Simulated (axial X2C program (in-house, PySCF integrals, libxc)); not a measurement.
SiCl⁺: properties at the nuclei

Calculated with an axial X2C code built on PySCF integrals: two-component X2C with atomic mean-field Coulomb and Gaunt terms, Gaussian nuclei, basis Cl dyall-av3z, Si dyall-v3z with contracted cores.

R = 1.967 Å (near the PBE0 minimum at charge 1 of the determinant lowest at the starting distance; the state shown can have its own minimum elsewhere).

Determinant lowest in the PBE0 search, Ω = 0 (closed shell), highest spinor 32% Si s, 31% Si p, 29% Cl p:

```json
{"level": "PBE0", "qzz Cl (a.u.)": "0.74", "qzz Si (a.u.)": "-1.72"}
{"level": "HF", "qzz Cl (a.u.)": "0.95", "qzz Si (a.u.)": "-1.93"}
{"level": "TPSSh", "qzz Cl (a.u.)": "0.69", "qzz Si (a.u.)": "-1.67"}
{"level": "PBE50", "qzz Cl (a.u.)": "0.84", "qzz Si (a.u.)": "-1.79"}
{"level": "BHandHLYP", "qzz Cl (a.u.)": "0.82", "qzz Si (a.u.)": "-1.83"}
```

qzz is the electric field gradient, eQq0 = 234.96 MHz × Q/barn × qzz. The operators were transformed with the bare-nucleus X2C matrices; with these basis sets, hyperfine constants and field gradients can be off by tens of per cent, and where levels differ in sign neither size nor sign is settled.

(1) With Q(35Cl) = -0.08112 barn (Q from Pyykkö, Mol. Phys. 2018), turn the PBE0 values of the first state into constants in MHz.

Each state is one determinant with collinear spin. The search compared states at one distance, so a state with another bond length can lie lower.

Answers

(1) eQq0(35Cl) = 234.96 × (-0.08112) × (0.74) = -14.1 MHz.
